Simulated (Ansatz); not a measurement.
ZrC (rock salt): values from a third-order Birch-Murnaghan fit to a volume scan beside measured ones. Computed values: PBEsol (plane waves to 420 eV, PAW, scalar-relativistic; Ansatz, an electronic-structure program). ZrC is run without spin polarisation. ZrC was relaxed with its symmetry unable to fall.

```json
[
 {"quantity": "Lattice constant a (Å)", "reference": "4.696", "kind": "measured, room temperature or unstated", "PBEsol": "4.669", "difference": "-0.6 %"},
 {"quantity": "Bulk modulus B₀ (GPa)", "reference": "223.1", "kind": "measured, room temperature or unstated; from single-crystal elastic constants", "PBEsol": "236", "difference": "+5.8 %"}
]
```

References as given in: Guo-Xu Zhang, Anthony M Reilly, Alexandre Tkatchenko et al., New Journal of Physics (2018), doi:10.1088/1367-2630/aac7f0; arXiv:1102.4063. Values not taken to low temperature hold thermal and zero-point shifts that a static calculation lacks, so small differences there are no errors of the method.

(A scan under strain: stresses follow from slopes of the energy per volume, elastic moduli from its curvatures.)
